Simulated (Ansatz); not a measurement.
**BSiH (singlet): from Hartree-Fock to the top rungs at scale of all distances = 1.772, 6-31G**

How much of the correlation energy of BSiH (singlet) does each wave-function method recover here?

The runs use Ansatz 0.2.0, Gaussian basis; 6-31G, core rule «outside noble gas», up to 6 orbitals frozen.

Plan: UHF; CCSD(T) on RHF; CCSD(T) on UHF; BCCD(T) on RHF; CISD; CCSDT(Q) on RHF; CCSDT(Q) on UHF; CISDTQ; CCSDTQ on RHF; CCSDTQ on UHF; CASSCF and MRCISD+Q, 2 electrons in 2 orbitals; CASSCF and NEVPT2, 2 electrons in 2 orbitals; CASSCF and MRCISD+Q, 8 electrons in 9 orbitals; CASSCF and NEVPT2, 8 electrons in 9 orbitals; Full CI.

21 further runs of the same task are left out: 18 that didn't finish, 3 set aside as unsound or not needed.

**1. What is computed**

The geometry derives from a PBE0/def2-TZVP stationary point (not a proven minimum). All distances are scaled together.

3 atoms, charge 0, spin multiplicity 1.

Atoms are counted from 1 here; the program's logs count them from 0.

No contacts short enough for the rule that draws bonds.

Geometry (Å):

| atom | x (Å) | y (Å) | z (Å) |
| --- | --- | --- | --- |
| Si1 | 0.00000 | 0.00000 | 2.93931 |
| B2 | 0.00000 | 0.00000 | -0.41889 |
| H3 | 0.00000 | 0.00000 | -2.52042 |

**2. UHF**

Input file in.yaml:

```yaml
crystal:
  periodic: [false, false, false]
  atoms:
    - {symbol: Si, position_ang: [0.000000, 0.000000, 2.939312]}
    - {symbol: B, position_ang: [0.000000, 0.000000, -0.418890]}
    - {symbol: H, position_ang: [0.000000, 0.000000, -2.520422]}
basis:
  gaussian: {orbitals: 6-31G}
magnetization: {spin_polarized: true, initial_magnetization: 0}
hamiltonian: {xc: hf}
output: {orbitals: {seedname: orbitals}}
```

Command:

```bash
$ ansatz run in.yaml --threads 1 --pin off --events-out ev --progress --plain --max-ram 2393MiB
```

The runs that follow: CCSD(T) on RHF; CCSD(T) on UHF; BCCD(T) on RHF; CISD; CCSDT(Q) on RHF; CCSDT(Q) on UHF; CISDTQ; CCSDTQ on RHF; CCSDTQ on UHF; CASSCF and MRCISD+Q, 2 electrons in 2 orbitals; CASSCF and NEVPT2, 2 electrons in 2 orbitals; CASSCF and MRCISD+Q, 8 electrons in 9 orbitals; CASSCF and NEVPT2, 8 electrons in 9 orbitals; Full CI.

**Question.** What will the summary of the whole plan be? Wanted: FCI below the RHF energy; RMP2 from FCI; RCCSD from FCI; RCCSD(T) from FCI; RCCSDT(Q) from FCI; NEVPT2 valence from FCI; MRCISD+Q valence from FCI; T1 diagnostic; effectively unpaired electrons.

As calculated:

```
                         quantity                                                 value
         FCI below the RHF energy                                            -3.8772 eV
                    RMP2 from FCI                                           +1796.0 meV
                   RCCSD from FCI                                            +312.2 meV
                RCCSD(T) from FCI                                            +211.8 meV
               RCCSDT(Q) from FCI                                             +38.1 meV
          NEVPT2 valence from FCI                                            +262.2 meV
        MRCISD+Q valence from FCI                                              +4.8 meV
levels within 1 kcal/mol (43 meV)  RCCSDT(Q), RCCSDTQ, MRCISD valence, MRCISD+Q valence
                    T1 diagnostic                                                 0.039
   effectively unpaired electrons                                                  2.74
```

What this shows: RCCSD(T) lands +211.8 meV from the yardstick (5.5 % of the correlation energy). With 2.7 effectively unpaired electrons against 0 the state is strongly multireference. Of the multireference levels listed MRCISD+Q valence comes nearest in total energy (+4.8 meV), which doesn't show that its space is the better one. Coupled cluster took another determinant than the lowest Hartree-Fock one. These misses are within one basis, not against nature.
